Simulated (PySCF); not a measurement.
Method: PySCF with TPSSh-D3(BJ)/def2-TZVP // CAM-B3LYP-D3(BJ)/def2-TZVP. All species are isolated molecules in the gas phase. Delta-SCF ions had no search for a lower state. Excitations are Tamm–Dancoff values on a coarser integration grid. The basis has no diffuse functions, so Rydberg states are missing or too high.

Reference species (SMILES): `ClB(Cl)Cl` (neutral, multiplicity 1).

| Quantity | Value |
|---|---|
| T1 excitation (TDA) | 5.35 eV |
| S1 excitation (TDA) | 5.55 eV |
| S1 oscillator strength | 0.000 |
| vertical ionisation energy (Delta-SCF) | 11.06 eV |

Changed species: `NB(Cl)Cl` (1 of 3 Cl replaced by NH2; the reference has 0 of 3 Cl replaced by NH2).

Problem. What does the change do to the T1 excitation (TDA), S1 excitation (TDA), S1 oscillator strength and vertical ionisation energy (Delta-SCF)?

Solution. the T1 excitation (TDA) increases by 0.78 eV, to 6.13 eV; the S1 excitation (TDA) rises by 1.57 eV, to 7.12 eV; the S1 oscillator strength hardly moves; the vertical ionisation energy (Delta-SCF) drops by 0.52 eV, to 10.54 eV.
